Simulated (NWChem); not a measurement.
**CH2F2 (difluoromethane): levels of theory compared**

Aim: a comparison of 6 runs (HF/STO-3G, HF/3-21G, HF/def2-SVP, HF/aug-cc-pVDZ, CAM-B3LYP/def2-SVP, CCSD/aug-cc-pVDZ) of CH2F2 (difluoromethane). 

Program for the calculation: NWChem 7.3.0.

1 further run of the same task is left out (set aside as unsound or not needed).

## 1. The molecule

CH2F2: 5 atoms, total charge 0, spin state singlet. As SMILES, `FCF`. The coordinates come from a PBE0-D4/def2-TZVP relaxation.

Bond lengths: F1–C2 1.351 Å, C2–F3 1.351 Å, C2–H4 1.093 Å, C2–H5 1.094 Å. Angles: F1–C2–F3 108.6°, F1–C2–H4 108.8°, F1–C2–H5 108.8°, F3–C2–H4 108.8°, F3–C2–H5 108.8°, H4–C2–H5 113.0°.

## 2. Energy and gradient at HF/STO-3G (run 1)

The input, ch2f2.nw:

```
start ch2f2
memory stack 880 mb heap 220 mb global 1100 mb
charge 0
geometry noautosym nocenter noautoz
   F       -1.073300       0.191200       0.698300
   C        0.010100      -0.016900      -0.082300
   F        1.090500      -0.179200       0.713200
   H       -0.142700      -0.932900      -0.659500
   H        0.165300       0.864200      -0.711100
end
basis spherical bse
   * library STO-3G
end
scf
   thresh 1e-08
   maxiter 80
end
task scf gradient
```

Command:

```console
$ nwchem ch2f2.nw > ch2f2.out
```

Standard output:

```text
[...]
  functions       =    17
[...]
  wavefunction    = RHF
[...]
         Total SCF energy =   -234.624601434188
      One-electron energy =   -482.730069202578
      Two-electron energy =    170.637251626364
 Nuclear repulsion energy =     77.468216142026
        Time for solution =      0.2s
[...]
                         RHF ENERGY GRADIENTS
    atom               coordinates                        gradient
                 x          y          z           x          y          z
   1 F      -2.028243   0.361316   1.319596    0.028866  -0.005521  -0.020111
   2 C       0.019086  -0.031936  -0.155524   -0.000046   0.000104   0.006715
   3 F       2.060746  -0.338639   1.347753   -0.028780   0.004349  -0.020510
   4 H      -0.269664  -1.762925  -1.246274    0.001154   0.007394   0.016782
   5 H       0.312372   1.633101  -1.343784   -0.001194  -0.006325   0.017124
[...]
```

Wall time 0.72 s (1 thread of INTEL XEON PLATINUM 8581C at 2.30GHz (Emerald Rapids), shared host); peak memory 0.099 GiB.

## 3. Energy and gradient at HF/3-21G (run 2)

The input, ch2f2.nw:

```
start ch2f2
title "CH2F2 gradient"
memory 2200 mb

geometry units angstrom noautosym nocenter noautoz
  F       -1.073300       0.191200       0.698300
  C        0.010100      -0.016900      -0.082300
  F        1.090500      -0.179200       0.713200
  H       -0.142700      -0.932900      -0.659500
  H        0.165300       0.864200      -0.711100
end

basis spherical bse
  F library 3-21G
  C library 3-21G
  H library 3-21G
end

scf
  thresh 1e-08
  maxiter 80
end

task scf gradient
```

Command:

```console
$ nwchem ch2f2.nw > ch2f2.out
```

Standard output:

```text
[...]
  functions       =    31
[...]
  wavefunction    = RHF
[...]
         Total SCF energy =   -236.607676499945
      One-electron energy =   -483.181810846458
      Two-electron energy =    169.105918204487
 Nuclear repulsion energy =     77.468216142026
        Time for solution =      0.2s
[...]
                         RHF ENERGY GRADIENTS
    atom               coordinates                        gradient
                 x          y          z           x          y          z
   1 F      -2.028243   0.361316   1.319596    0.017345  -0.003274  -0.010618
   2 C       0.019086  -0.031936  -0.155524   -0.000084   0.000797   0.029831
   3 F       2.060746  -0.338639   1.347753   -0.017299   0.002658  -0.010860
   4 H      -0.269664  -1.762925  -1.246274   -0.002271  -0.013446  -0.003776
   5 H       0.312372   1.633101  -1.343784    0.002309   0.013264  -0.004577
[...]
```

It took 0.74 s on 1 thread of INTEL XEON PLATINUM 8581C at 2.30GHz (Emerald Rapids), shared host; peak memory 0.099 GiB.

Runs 3 to 5 aren't shown in full; the table further down has their settings and results.

## 4. A single-point energy at CCSD/aug-cc-pVDZ (run 6)

The input, run.py:

```python
from ase import Atoms
from ase.calculators.nwchem import NWChem

atoms = Atoms(['F', 'C', 'F', 'H', 'H'], positions=[
    [-1.073300, 0.191200, 0.698300],
    [0.010100, -0.016900, -0.082300],
    [1.090500, -0.179200, 0.713200],
    [-0.142700, -0.932900, -0.659500],
    [0.165300, 0.864200, -0.711100],
])

calc = NWChem(
    label='run',
    theory='ccsd',
    memory='2200 mb',
    basis='aug-cc-pVDZ',
    basispar='spherical bse',
    scf={'nopen': '0', 'rhf': None, 'thresh': '1e-08', 'maxiter': '80'},
    ccsd={'freeze': 'core 3', 'maxiter': '60'},
    task='energy',
)
atoms.calc = calc

print("Total energy (eV):", round(atoms.get_potential_energy(), 6))
```

Command:

```console
$ export ASE_NWCHEM_COMMAND="nwchem PREFIX.nwi > PREFIX.nwo"
$ python run.py
```

Standard output:

```text
Total energy (eV): -6489.926376
```

The calculator wrote run.nwi:

```
title "run"

permanent_dir run

scratch_dir run

start run

geometry units angstrom nocenter noautosym noautoz
  F  -1.0732999999999999e+00 1.9120000000000001e-01 6.9830000000000003e-01
  C  1.0100000000000000e-02 -1.6899999999999998e-02 -8.2299999999999998e-02
  F  1.0905000000000000e+00 -1.7920000000000000e-01 7.1319999999999995e-01
  H  -1.4269999999999999e-01 -9.3289999999999995e-01 -6.5949999999999998e-01
  H  1.6530000000000000e-01 8.6419999999999997e-01 -7.1109999999999995e-01
end

memory 2200 mb

basis spherical bse noprint
   * library aug-cc-pVDZ
end

scf
  nopen 0
  rhf
  thresh 1e-08
  maxiter 80
end
ccsd
  freeze core 3
  maxiter 60
end

task ccsd energy
```

run.nwo, shortened:

```text
[...]
      One-electron energy =   -484.594971908353
[... 1 line left out ...]
 Nuclear repulsion energy =     77.468216142026
[... 31 lines left out ...]
                       ROHF Final Molecular Orbital Analysis
[... 292 lines left out ...]
 MP2 Corr. energy:             -0.552125217643961
[...]
             energy      energy      error      ampl     ampl      Block
[... 6 lines left out ...]
[...]
 Total CCSD energy:           -238.500397236361749
[...]
```

It took 56 s on 1 thread of INTEL XEON PLATINUM 8581C at 2.30GHz (Emerald Rapids), shared host; peak memory 0.19 GiB.

## 5. The series

```csv
run,level,iteration cap,module,energy (Eh),dipole moment (D),HOMO energy (eV),LUMO energy (eV),wall time
1,HF/STO-3G,80,scf,-234.624601,1.27,-11.10,16.11,0.72 s
2,HF/3-21G,80,scf,-236.607676,2.39,-14.18,7.39,0.74 s
3,HF/def2-SVP,80,scf,-237.710673,2.27,-14.55,5.15,1.9 s
4,HF/aug-cc-pVDZ,80,scf,-237.931753,2.18,-14.56,0.93,12 s
5,CAM-B3LYP/def2-SVP,100,dft,-238.729136,1.87,–,–,11 s
6,CCSD/aug-cc-pVDZ,80,ccsd,-238.500397,–,-14.56,0.93,56 s
```

## 6. Outcome

| quantity | value |
| --- | --- |
| run 6: total energy | -238.50040 Eh |
| run 6: HOMO energy (Hartree–Fock orbitals) | -14.56 eV |
| run 6: LUMO energy (Hartree–Fock orbitals) | 0.93 eV |
| run 6: HOMO–LUMO gap (Hartree–Fock orbitals) | 15.50 eV |
| run 6: correlation energy (3 core orbitals frozen) | -568.6 mEh |

**Reading.** Over runs 1, 2, 3, 4, 5 the dipole moment (its size) runs from 1.27 D (HF/STO-3G) to 2.39 D (HF/3-21G). Over runs 1, 2, 3, 4 the HOMO–LUMO gap runs from 15.50 eV (HF/aug-cc-pVDZ) to 27.21 eV (HF/STO-3G). In run 1 the basis is minimal, so the values are rough. All runs together took 82 s, the longest 56 s.
